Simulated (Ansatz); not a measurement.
Lattice parameter a of some III–V compounds

Method: PBE-D4 (Ansatz, a quantum-chemistry and plane-wave program, PAW). References are measured values corrected to a static lattice or taken at low temperature (these still hold zero-point motion). The table is a random draw of 6 from 10 solids with such references.

Values in Å.

| solid | reference | PBE-D4 | error (%) |
|---|---|---|---|
| cubic BN | 3.593* | 3.607 | +0.39 |
| zinc-blende GaAs | 5.64* | 5.661 | +0.37 |
| zinc-blende AlP | 5.451* | 5.452 | +0.02 |
| wurtzite AlN | 3.111¶ | 3.107 | -0.13 |
| zinc-blende GaP | 5.439* | 5.433 | -0.11 |
| zinc-blende InAs | 6.047* | 6.108 | +1.01 |

Over these 6 solids the mean error is +0.26 %, the mean absolute error 0.34 % (median 0.25 %), and the worst case zinc-blende InAs at +1.01 %; the value is too high in 4 of 6 cases. Over all 10, from unrounded values, the mean error is +0.30 % and the mean absolute error 0.44 % (median 0.38 %). Caveats on values not shown: the gap of the solid is closed in this run (1).

A star marks references brought to a static lattice; the others are low-temperature values that still hold zero-point motion, which matters most for light elements.

Spin–orbit coupling is left out, also for the solids with elements from indium on (zinc-blende InAs); its size isn't shown.

¶ marks references of a special kind: wurtzite AlN, 3.111 Å (measured, low temperature, extrapolated to low temperature; as tabulated in arXiv:1206.3780).

Differences are worked out from the printed values.

Caveats: the gap of the solid is closed in this run (zinc-blende InAs). Ansatz's density-functional and Hartree–Fock values are scalar-relativistic unless marked +SOC, with PAW data made under PBE.

Not in this set, of the III–V compounds with a reference value in our tables and a result at some level: 4 for a reference at room or unstated temperature; 1 for a high-temperature or high-pressure phase. These can be a level's best or worst cases. At least 3 more with a reference value are held back for tests. Solids without a released value at any level aren't counted. Layered and molecular crystals are counted apart.

References as tabulated in Mejia-Rodriguez and Trickey (2018), arXiv:1807.09216; Goldzak et al. (2022), arXiv:2208.04865; arXiv:1206.3780.
